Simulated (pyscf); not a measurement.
Thermochemistry of product channels of `[CH3][Al]` [singlet] + `[CH2]=[CH2]` on the singlet surface, in kcal/mol, from CCSD(T)/def2-TZVPP + ΔMP2(QZVPP) energies (ideal gas, 1 atm, RRHO with modes under 100 cm⁻¹ raised to 100, one conformer, R ln 2 for chiral ones without a mode under 150 cm⁻¹). Structures and frequencies: ωB97X-D3(BJ)/def2-SVP in PySCF. Correlated levels are frozen-core, on RHF or UHF. ΔMP2 is the change of the MP2 total energy from the triple- to the quadruple-zeta basis.

| products | ΔE | ΔH(298 K) | ΔG(900 K) | ΔG(1200 K) |
|---|---|---|---|---|
| `[CH2]=[CH][AlH][CH3]` | -26.6 | -27.3 | -1.2 | [?] |
| `[CH3][Al]1[CH2][CH2]1` | -7.8 | -6.9 | +21.3 | [?] |

### Question
Fill in the missing entries.

### Answer

- `[CH2]=[CH][AlH][CH3]`, ΔG(1200 K): +6.4
- `[CH3][Al]1[CH2][CH2]1`, ΔG(1200 K): +29.9

The channel to H₂C=CH–AlH–CH₃ turns unfavourable between 298 and 1200 K (ΔG from -18.2 kcal/mol to +6.4 kcal/mol).

These are energies of the channels, which say nothing of barriers. The CCSD(T) − MP2 part came from Ansatz, without density fitting, on the same reference.
